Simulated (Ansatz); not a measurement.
# What a trial cell of As₂F relaxes into

Method: DFT PBE, scalar-relativistic, plane waves, PAW (Ansatz). Cutoff 420 eV, Γ-centred k mesh, Gaussian smearing, no spin polarisation in the final step.

As₂F was placed on the cubic Laves (C15) structure type (Fd-3m, No. 227), with F in place of Mg, As in place of Cu, at a guessed volume.

```yaml
crystal:
  lattice:
    - [0.00000, 3.74836, 3.74836]
    - [3.74836, 0.00000, 3.74836]
    - [3.74836, 3.74836, 0.00000]
  atoms:
    - { symbol: As, position: [0.62500, 0.62500, 0.62500] }
    - { symbol: As, position: [0.12500, 0.62500, 0.62500] }
    - { symbol: As, position: [0.62500, 0.62500, 0.12500] }
    - { symbol: As, position: [0.62500, 0.12500, 0.62500] }
    - { symbol: F, position: [0.00000, 0.00000, 0.00000] }
    - { symbol: F, position: [0.25000, 0.25000, 0.25000] }
```

Cell and atoms relax at zero pressure; the relaxation can't lower the symmetry of the start.

Energies over the elements count from the elements' standard structures at the same level (F₂ as a molecule), with no empirical corrections.

(1) What does it relax into?

(2) What are its volume, energy, density and gap?

## Answers

(1) It keeps Fd-3m (No. 227). The result has the cubic Laves (C15) structure. Conventional cell: a = 7.475 Å. As is coordinated by 6 As at 2.64 Å and 6 F at 3.10 Å; F is coordinated by 12 As at 3.10 Å and 4 F at 3.24 Å.

```xyz
6
Lattice="0.0000 3.7377 3.7377 3.7377 0.0000 3.7377 3.7377 3.7377 0.0000" Properties=species:S:1:pos:R:3 pbc="T T T"
As    0.9344    0.9344    0.9344
As    0.9344    2.8033    2.8033
As    2.8033    2.8033    0.9344
As    2.8033    0.9344    2.8033
F     3.7377    3.7377    3.7377
F     5.6066    5.6066    5.6066
```

(2) The volume per atom is 17.41 Å³. The density is 5.37 g/cm³, the energy over the elements is -0.15 eV/atom and the gap on the 10×10×10 mesh is 0 eV (a metal).

The final run used a 10×10×10 mesh on its 6-atom cell and 0.10 eV smearing. For metals, differences of a few meV/atom aren't resolved. A structure relaxed within its symmetry needn't be a true minimum.

Cost: 2 runs of about 0.47 core-minutes in all, on Intel Xeon 6975P-C (Granite Rapids) (shared hosts).